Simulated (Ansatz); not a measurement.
# CH2F (SMILES [CH2]F) at 6 levels

Aim: a comparison of 6 runs (UB2PLYP/STO-3G, UBHLYP/STO-3G, UPBE/STO-3G, RPA@PBE/STO-3G, UCCSDT/STO-3G, UCCSD/STO-3G) of CH2F. 

The calculation is run with Ansatz 0.2.0.

47 further runs of the same task are left out: 47 set aside as unsound or not needed.

## 1. The system as given

CH2F: 4 atoms, total charge 0, spin state doublet. SMILES: `[CH2]F`. The H4–C1 distance was set to 2.164 Å, away from the relaxed value. At this shape a bond of the SMILES string is far longer than usual.

Bond lengths: C1–F2 1.331 Å, C1–H3 1.082 Å. Angles: F2–C1–H3 115.1°.

## 2. The energy at UB2PLYP/STO-3G (run 1)

Input file input.yaml:

```yaml
crystal:
  periodic: [false, false, false]
  atoms:
    - {symbol: C, position_ang: [-0.087200, 0.993495, -0.381199]}
    - {symbol: F, position_ang: [0.892900, 1.745095, 0.114501]}
    - {symbol: H, position_ang: [-1.004000, 1.523395, -0.602599]}
    - {symbol: H, position_ang: [0.027000, -1.108700, 0.119000]}
basis:
  gaussian:
    orbitals: STO-3G
correlation:
  frozen_orbitals: {C: 1, F: 1, H: 0}
magnetization:
  spin_polarized: true
  initial_magnetization: 1
accuracy: high
hamiltonian:
  xc: {name: B2PLYP}
```

Launch:

```sh
$ ansatz run input.yaml --threads 1 --pin off --max-ram 2610MiB --events-out events.jsonl --progress --plain --runs-dir runs
```

Log:

```text
Warning: RAYON_NUM_THREADS=1 ignored (pool sized by the plan → 1); use --threads N
Functional definition: B2PLYP
  name "B2PLYP"
  parameter a = 0.53
  parameter c = 0.27
  exchange = (1 - a)*b88_x + a*exact_x
  correlation = (1 - c)*lyp_c + c*(mp2_os + mp2_ss)
186 factors; integrals over basis functions are off by at most 1.3e-8 eV
mean field evaluation 1: about -3716.7121 eV, gradient 1.4e1 eV
mean field evaluation 2: about -3716.7313 eV, gradient 1.4e1 eV
mean field evaluation 4: about -3720.0653 eV, gradient 3.2e0 eV
mean field evaluation 8: about -3721.2045 eV, gradient 3.2e-1 eV
mean field evaluation 16: about -3721.2053 eV, gradient 1.1e-3 eV
mean field evaluation 32: about -3721.2769 eV, gradient 9.6e-2 eV
mean field -3721.30134532 eV, -136.7553020520 hartree, gradient 9.3e-9 eV, S^2 1.525713; 3 other end points of the search recorded, 0 dependent functions left out
2 core orbitals not correlated: weight in the atoms' cores, before any rotation towards them, 1.000 or more for the frozen orbitals, at most 0.000 for the correlated occupied ones
reference -3721.30135927 eV, -136.7553025645 hartree; 7, 6 occupied and 3, 4 virtual orbitals, 186 factors
second order -1.96410661 eV of doubles, -0.00000000 eV of singles
Total energy: -3721.83166805 eV, -136.7747910529 hartree
```

It took 2 s on 1 thread of Arm Neoverse V2, shared host; peak memory 0.11 GiB.

## 3. A single-point energy at UBHLYP/STO-3G (run 2)

Input file job.yaml:

```yaml
crystal:
  periodic: [false, false, false]
  atoms:
    - {symbol: C, position_ang: [-0.087200, 0.993495, -0.381199]}
    - {symbol: F, position_ang: [0.892900, 1.745095, 0.114501]}
    - {symbol: H, position_ang: [-1.004000, 1.523395, -0.602599]}
    - {symbol: H, position_ang: [0.027000, -1.108700, 0.119000]}
basis:
  gaussian: {orbitals: STO-3G}
magnetization: {spin_polarized: true, initial_magnetization: 1}
accuracy: high
hamiltonian: {xc: {name: BHLYP}}
```

Launch:

```sh
$ ansatz run job.yaml --threads 1 --pin off --max-ram 2610MiB --events-out events.jsonl --progress --plain --runs-dir runs
```

Log:

```text
Warning: RAYON_NUM_THREADS=1 ignored (pool sized by the plan → 1); use --threads N
Functional definition: BHLYP
  name "BHLYP"
  parameter a = 0.5
[... 1 set-up line as earlier in the session ...]
  correlation = lyp_c
186 factors; integrals over basis functions are off by at most 1.3e-8 eV
mean field evaluation 1: about -3721.0800 eV, gradient 1.4e1 eV
mean field evaluation 2: about -3717.7965 eV, gradient 1.9e1 eV
mean field evaluation 4: about -3724.7013 eV, gradient 2.6e0 eV
mean field evaluation 8: about -3725.3137 eV, gradient 2.3e-1 eV
mean field evaluation 16: about -3725.3162 eV, gradient 1.1e-3 eV
mean field evaluation 32: about -3725.3393 eV, gradient 1.2e-4 eV
mean field -3725.33929828 eV, -136.9036940862 hartree, gradient 3.7e-8 eV, S^2 1.488366; 3 other end points of the search recorded, 0 dependent functions left out
reference -3725.33931314 eV, -136.9036946324 hartree; 9, 8 occupied and 3, 4 virtual orbitals, 186 factors
Total energy: -3725.33931314 eV, -136.9036946324 hartree
```

Run time: 1.9 s. Hardware: 1 thread of Arm Neoverse V2, shared host; peak memory 0.1 GiB.

## 4. The energy at UPBE/STO-3G (run 3)

job.yaml, as its differences from that of step 3:

```diff
@@ -1 +1,3 @@
+basis:
+  gaussian: {orbitals: STO-3G}
 crystal:
@@ -7,6 +9,4 @@
     - {symbol: H, position_ang: [0.027000, -1.108700, 0.119000]}
-basis:
-  gaussian: {orbitals: STO-3G}
+accuracy: high
+hamiltonian: {xc: {name: PBE}}
 magnetization: {spin_polarized: true, initial_magnetization: 1}
-accuracy: high
-hamiltonian: {xc: {name: BHLYP}}
```

Launch:

```sh
$ ansatz run job.yaml --threads 1 --pin off --max-ram 2610MiB --events-out events.jsonl --progress --plain --runs-dir runs
```

Log:

```text
Warning: RAYON_NUM_THREADS=1 ignored (pool sized by the plan → 1); use --threads N
Functional definition: PBE
  name "PBE"
  parameter kappa = 0.804
  parameter beta = 0.06672455060314922
  exchange = pbe_x(kappa = kappa, mu = beta*pi^2/3)
  correlation = pbe_c(beta = beta)
186 factors; integrals over basis functions are off by at most 1.3e-8 eV
mean field evaluation 1: about -3716.3339 eV, gradient 2.4e1 eV
mean field evaluation 2: about -3707.6817 eV, gradient 2.4e1 eV
mean field evaluation 4: about -3722.0547 eV, gradient 8.8e0 eV
mean field evaluation 8: about -3722.6349 eV, gradient 3.5e0 eV
mean field evaluation 16: about -3722.7595 eV, gradient 1.4e-1 eV
mean field evaluation 32: about -3722.7603 eV, gradient 7.8e-9 eV
mean field -3722.76031105 eV, -136.8089180536 hartree, gradient 8.4e-9 eV, S^2 0.936998; 3 other end points of the search recorded, 0 dependent functions left out
reference -3722.76031252 eV, -136.8089181075 hartree; 9, 8 occupied and 3, 4 virtual orbitals, 186 factors
Total energy: -3722.76031252 eV, -136.8089181075 hartree
```

Run time: 1.9 s. Hardware: 1 thread of Arm Neoverse V2, shared host; peak memory 0.1 GiB.

Runs 4 to 5 aren't shown in full; the table further down has their settings and results.

## 5. A single-point energy at UCCSD/STO-3G (run 6)

Input file in.yaml:

```yaml
crystal:
  periodic: [false, false, false]
  atoms:
    - symbol: C
      position_ang: [-0.087200, 0.993495, -0.381199]
    - symbol: F
      position_ang: [0.892900, 1.745095, 0.114501]
    - symbol: H
      position_ang: [-1.004000, 1.523395, -0.602599]
    - symbol: H
      position_ang: [0.027000, -1.108700, 0.119000]
basis:
  gaussian: {orbitals: STO-3G}
accuracy: high
scf: {omitted_lower_state_checks: [cluster_reference, increment]}
magnetization: {spin_polarized: true, initial_magnetization: 1}
total_charge: 0
correlation: {method: ccsd, frozen_orbitals: {C: 1, F: 1, H: 0}}
```

Launch:

```sh
$ ansatz run in.yaml --threads 1 --pin off --max-ram 2610MiB --events-out events.jsonl --progress --plain --runs-dir runs
```

Log:

```text
Warning: RAYON_NUM_THREADS=1 ignored (pool sized by the plan → 1); use --threads N
[... 14 lines left out ...]
2 core orbitals not correlated: weight in the atoms' cores, before any rotation towards them, 1.000 or more for the frozen orbitals, at most 0.000 for the correlated occupied ones
[... 54 lines left out ...]
Total energy: -3712.89213065 eV, -136.4462691128 hartree
Checks for a lower state left out: cluster_reference, increment
```

It took 0.16 s on 1 thread of Arm Neoverse V2, shared host.

## 6. All runs side by side

| run | level | frozen core orbitals | energy (Eh) | ⟨S²⟩ | wall time |
| --- | --- | --- | --- | --- | --- |
| 1 | UB2PLYP/STO-3G | 2 | -136.774791 | 1.526 | 2 s |
| 2 | UBHLYP/STO-3G | – | -136.903695 | 1.488 | 1.9 s |
| 3 | UPBE/STO-3G | – | -136.808918 | 0.937 | 1.9 s |
| 4 | RPA@PBE/STO-3G | 2 | -136.484373 | 0.937 | 2.3 s |
| 5 | UCCSDT/STO-3G | 2 | -136.453153 | 1.642 | 0.48 s |
| 6 | UCCSD/STO-3G | 2 | -136.446269 | 1.642 | 0.16 s |

## 7. Outcome

| quantity | value |
| --- | --- |
| run 6: total energy | -136.44627 Eh |
| run 6: correlation energy (2 core orbitals frozen) | -72.4 mEh |
| run 6: ⟨S²⟩ of the reference determinant | 1.642 |
| run 6: T1 diagnostic | 0.046 |

In words: Totals of different functionals can't be ranked against each other. In runs 1, 2, 3, 4, 5, 6 the basis is minimal, so the values are rough. Spin contamination of the reference: run 5 ⟨S²⟩ = 1.64, run 6 ⟨S²⟩ = 1.64, run 1 ⟨S²⟩ = 1.53, run 2 ⟨S²⟩ = 1.49, run 3 ⟨S²⟩ = 0.94, run 4 ⟨S²⟩ = 0.94. Where it is this large, the reference is a mixture of spin states, and values that rest on it are in doubt. All runs together took 8.7 s, the longest 2.3 s.
